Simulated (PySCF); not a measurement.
Potential energy curve for C₂H₃Cl, SMILES C=CCl. The C2–Cl6 bond (C2 also carries C, H; Cl6 carries nothing else) is varied alone, starting from the PBE0/def2-TZVP optimised geometry.

Computed with unrestricted PBE0/def2-TZVP run with PySCF.

**Question.** Relative to R = 1.72 Å, what are the energies at R = 1.48, 1.56, 1.61, 4.59 Å?

**Answer.** 1.123 eV at 1.48 Å, 0.431 eV at 1.56 Å, 0.187 eV at 1.61 Å, 4.285 eV at 4.59 Å.

The unrestricted determinant behind UKS-PBE0 is spin-contaminated at 2.61 to 5.20 Å (<S²> up to 1.0, against 0.00 for a pure singlet).
